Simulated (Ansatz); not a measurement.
CH3ClO3, SMILES `OC(O)(O)Cl`. Charge 0, multiplicity 1.

Z-matrix (Å, degrees):
```
C
O 1 1.353
O 1 1.353 2 111.0
O 1 1.353 2 111.0 3 123.9
Cl 1 1.896 2 107.9 3 -118.1
H 2 0.964 1 108.6 3 58.1
H 3 0.964 1 108.6 2 -178.0
H 4 0.964 1 108.6 2 58.1
```

Q: List the harmonic frequencies (cm⁻¹, unscaled) at PBE0-D4/def2-TZVP in Ansatz. (An estimate is asked.)

A: The calculation gave: 237, 238, 375, 393, 399, 399, 554, 555, 722, 952, 1144, 1144, 1277, 1434, 1435, 3842, 3842, 3842.

Q: Is this a minimum?

A: Yes, all 18 modes are real.

Q: Give the ideal-gas thermochemistry at 298.15 K and 1 bar (rigid rotor, harmonic oscillator; point group C3, symmetry number 3).

A: Zero-point energy 136.3 kJ/mol; H(298) − E = 153.7 kJ/mol; entropy 305.1 J/(mol·K), of which translation 166.1, rotation 100.2, vibration 38.7; G(298) − E = 62.8 kJ/mol.
